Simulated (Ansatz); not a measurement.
A CCSD(T) single point on C2H3F2 (`C[C](F)F`) radical.

```yaml
crystal:
  periodic: [false, false, false]
  atoms:
    - {symbol: C, position_ang: [-0.163641, 0.621607, 0.000052]}
    - {symbol: C, position_ang: [0.183921, -0.781960, 0.315373]}
    - {symbol: F, position_ang: [-0.645865, -1.701154, -0.171930]}
    - {symbol: F, position_ang: [1.440301, -1.133728, 0.053234]}
    - {symbol: H, position_ang: [0.520595, 1.295066, 0.514983]}
    - {symbol: H, position_ang: [-1.183042, 0.829804, 0.323009]}
    - {symbol: H, position_ang: [-0.091068, 0.802365, -1.080521]}
basis:
  gaussian: {orbitals: cc-pV(D+d)Z}
magnetization: {spin_polarized: true, initial_magnetization: 1}
correlation: {method: ccsd_t}
scf: {omitted_lower_state_checks: [cluster_reference]}
```

```sh
$ ansatz run in.yaml --threads 2 --pin off --events-out ev --progress --plain --max-ram 22528MiB --backend cpu
```

Log, shortened:

```
Functional definition: HF
  name "HF"
  cite "Fock, Z. Phys. 61, 126 (1930) doi:10.1007/BF01340294"
  parent pbe
  exchange = exact_x
  correlation = 0
these checks for a lower state are left out or cut short: cluster_reference
647 factors; integrals over basis functions are off by at most 1.1e-3 eV
mean field evaluation 1: about -7516.5410 eV, gradient 2.2e1 eV
mean field evaluation 2: about -7516.7019 eV, gradient 2.3e1 eV
mean field evaluation 4: about -7519.1978 eV, gradient 3.0e0 eV
mean field evaluation 8: about -7519.2885 eV, gradient 4.7e-1 eV
mean field evaluation 16: about -7519.2925 eV, gradient 4.1e-6 eV
mean field -7519.29248187 eV, -276.3289019494 hartree, gradient 4.1e-6 eV, S^2 0.756256; 0 other end points of the search recorded, 0 dependent functions left out
4 core orbitals not correlated: weight in the atoms' cores, before any rotation towards them, 1.000 or more for the frozen orbitals, at most 0.000 for the correlated occupied ones
reference -7519.29248187 eV, -276.3289019494 hartree; 13, 12 occupied and 54, 55 virtual orbitals, 647 factors
second order -16.94274370 eV of doubles, -0.00000000 eV of singles
cycle   1  -17.25832210 eV  change   -3.2e-1 eV  update   8.9e-2
cycle   2  -17.64318963 eV  change   -3.8e-1 eV  update   2.6e-2
cycle   3  -17.75161570 eV  change   -1.1e-1 eV  update   1.5e-2
cycle   4  -17.74842466 eV  change    3.2e-3 eV  update   4.6e-3
cycle   5  -17.74709932 eV  change    1.3e-3 eV  update   2.0e-3
cycle   6  -17.74753140 eV  change   -4.3e-4 eV  update   6.4e-4
cycle   7  -17.74749764 eV  change    3.4e-5 eV  update   2.2e-4
cycle   8  -17.74750814 eV  change   -1.1e-5 eV  update   8.8e-5
cycle   9  -17.74753190 eV  change   -2.4e-5 eV  update   3.7e-5
cycle  10  -17.74752166 eV  change    1.0e-5 eV  update   1.5e-5
perturbative correction -0.38758166 eV, -0.0142433631 hartree
Total energy: -7537.42758519 eV, -276.9953547039 hartree
Checks for a lower state left out: cluster_reference
```

It took 5.5 s on 2 threads of an AMD EPYC 7R13 on a shared host, with 0.43 GiB of host memory at the peak.

MP2 recovers 93.4 % of the CCSD(T) correlation energy and the triples give 2.1 %; T1 = 0.0137.
